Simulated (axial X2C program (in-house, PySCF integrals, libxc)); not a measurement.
**How long does CO take?**

A bond scan computed with an axial X2C code built on PySCF integrals. Basis: O dyall-av3z [7s6p3d2f], C dyall-v3z [7s6p2d1f] (cores contracted in-house).

The run was started with this input:
```json
{"zs": [8, 6], "q": 0, "bas": ["dyall-av3z", "dyall-v3z"], "levels": ["PBE0", "HF", "B97-3"], "cc": true, "r0": 1.24, "thr": -2.0, "nmax": 90, "npts": 10, "nst": 2, "ntry": 6}
```
```bash
python so2c.py task.json out
```

Keys: zs atomic numbers; q charge; bas basis sets; levels methods; cc coupled cluster on or off; r0 starting distance in Å; thr threshold in hartree for freezing inner shells (an s shell follows its p shell); nmax most natural virtual spinors; npts points on the curve; nst determinants followed; ntry starts of the search. HF also brings MP2.

Hardware: 1 thread of Arm Neoverse V2 (shared host).

Wall time of one point of each curve, integrals apart:

```csv
Hamiltonian,level,points,seconds a point
spin-free,PBE0,10,0.15
spin-free,"CCSD(T) (10 electrons, 88 virtuals)",7,1.9
spin-free,B97-3,10,0.16
2c,PBE0,10,0.18
2c,HF,10,0.061
2c,"CCSD(T) (10 electrons, 88 virtuals)",7,2
2c,B97-3,10,0.19
```

The rest:

Search with its distance optimisation 4.3 s, atoms 4.3 s, whole task 44 s. Coupled cluster runs on the points near the minimum only. The program drops outer points, and coupled cluster, when its time limit (not in the input) nears; MP2, further determinants and curves that did not converge are not in the table.
